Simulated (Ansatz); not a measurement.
**How far each method lies from UCCSDT(Q) for HGe–PH⁺, triplet**

Geometry: that of the HGe–PH, doublet, kept fixed.

```xyz
4

Ge    0.0000   -0.0562    0.6389
P     0.0000    0.1316   -1.4889
H     0.0000    1.2721    1.4631
H     0.0000   -1.2656   -1.7544
```

Basis cc-pVTZ; Ansatz 0.2.0. Correlated methods freeze the noble-gas cores and the filled d shells of p-block atoms, which leaves 10 electrons in 86 orbitals. Prefix R: restricted or restricted open-shell reference; prefix U: unrestricted. Active spaces: valence = (10e, 10o) chosen from the atoms' valence shells. No spin–orbit coupling is included, and no scalar relativity.

Full CI isn't at hand for all of this; UCCSDT(Q) serves as the reference, and is uncertain by about the last step of the cluster series. The frozen core follows each run's orbitals, which can shift R against U totals by a few meV for light atoms and by up to 0.1 eV past Ca.

- UHF ⟨S²⟩: 2.027
- T1 diagnostic (RCCSD): 0.0300
- largest doubles amplitude (RCCSD): 0.064
- T1 diagnostic (UCCSD): 0.0238

```
   level  E − E(RHF) (eV)
     UHF          -0.1697
    UMP2          -5.4499
   UCCSD          -6.4342
UCCSD(T)          -6.7135
```

Problem. Estimate how far UCCSDT(Q) in cc-pVTZ lies from UCCSD(T). The table doesn't fix it; the size of (T) and the diagnostics are the guide.

Solution. UCCSDT(Q) in cc-pVTZ lies 5.9 kJ/mol below UCCSD(T), which is 22 % of the (T) step (-27.0 kJ/mol). The diagnostics are small and the rest is a small part of (T), but (T) is large here. The miss exceeds 1 kcal/mol.

The other levels:

| level | E − E(UCCSDT(Q)) (kJ/mol) | share of correlation (%) | wall time |
| --- | --- | --- | --- |
| UCCSDT | 1.6 | 99.76 | – |

The correlation energy at UCCSDT(Q), counted from RHF, is -6.775 eV. That run took 23 s on 2 threads of AMD EPYC 7R13 with a shared H100 80 GB, shared host.

Run but not shown, since their state or frozen core can't be matched to the reference's or they repeat it: RHF, RMP2, RCCSD, RCCSD(T), BCCD(T), RCCSDT, RCCSDT(Q), CASSCF (valence space), NEVPT2 (valence space), MRCISD (valence space), MRCISD+Q (valence space).

Times hold each run's SCF and search for its determinant on a shared host, so for small cases they say little of a method's own cost.

Natural occupations of CASSCF (valence space) about the gap: 1.989 1.977 1.969 1.941 1.008 0.994 0.037 0.036 0.028 0.022; effectively unpaired electrons, Σ n²(2−n)², 2.03.
